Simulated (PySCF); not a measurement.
# From computed data to an observable: refractive index and permittivity of the vapour

ethanol (C₂H₆O), SMILES C(O)C.

The structure is a stationary point at B3LYP-D3(BJ)/def2-TZVP. Other conformers were not sampled.

ωB97X/def2-TZVPD in PySCF gives a mean static polarisability of 33.1 bohr³ and a dipole moment of 1.75 D. Take an ideal gas at 298.15 K and 1 bar, whether or not the substance is that volatile.

Work out n − 1 in the optical limit and the static ε − 1.


Polarisability volume α' = 33.1 × 0.148185 = 4.90 Å³. Number density N = p/kT = 2.43e-5 Å⁻³.
Dilute limit of Lorentz–Lorenz: n − 1 = 2π N α' = 0.00075.
Orientation term of Debye: μ²/(3kT) = 8.098 Å³ × μ²(D²) = 24.80 Å³.
ε − 1 = 4π N (α' + μ²/3kT) = 0.0091. Orientation of the dipole supplies 83 % of the static response; it can't follow optical fields. Vibrational polarisation and dispersion are left out.
